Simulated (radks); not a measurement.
# N²⁺ in [He] 2s2 2p1: an all-electron calculation

Aim: the levels, the sizes of the orbitals and the parts of the energy of the nitrogen ion N2+.

Program: radks (a radial shooting solver on a logarithmic mesh, Libxc functionals) version 1. Level of theory: scalar-relativistic Kohn-Sham, PBE, spin-polarised, spherical densities, finite nucleus; open shells are filled with parallel spins first. These are calculated values, not measurements, unless marked.

**1. The atom as given**

```
element            : nitrogen (Z = 7)
charge             : +2
electrons          : 5
configuration      : [He] 2s2 2p1
nuclear rms radius : 2.5582 fm
```

The outer shells:

N²⁺
```
[He] core
2s [↑↓]
2p [↑ ][  ][  ]
```

**2. Self-consistent calculation**

The run's settings:

```text
Z 7
configuration [He] 2s2 2p1 3s0 3p0 3d0
relativity scalar-relativistic
functional pbe,pbe
spin polarised
nucleus finite rms 2.5582 fm
c 137.035999084
```

The run is started by

```bash
python run_ks.py task.json out
```

The same process makes all the runs of this session.

**Question.** What will this run give?

As calculated:

```
                        quantity                     value
                    total energy         -52.91472 hartree
exchange-correlation share of it                   10.84 %
                            −T/E                    0.9990
          highest occupied level         2p up, -38.530 eV
    most extended occupied level  2s down, <r> = 1.18 bohr
 radius at density 0.001 e/bohr³                 2.68 bohr
    maxima of the radial density                         2
         ionisation energy, NIST     47.445 (semi-emp.) eV
```

**Reading.** The radial density shows 2 maxima for 2 occupied principal shells. Minus the highest eigenvalue, 38.530 eV, is 81 % of the tabulated ionisation energy (47.445 eV); the potential of a semilocal functional falls off too fast, so its top eigenvalue is too shallow. Open shells are spherical and high-spin; term and fine-structure splittings are not resolved.
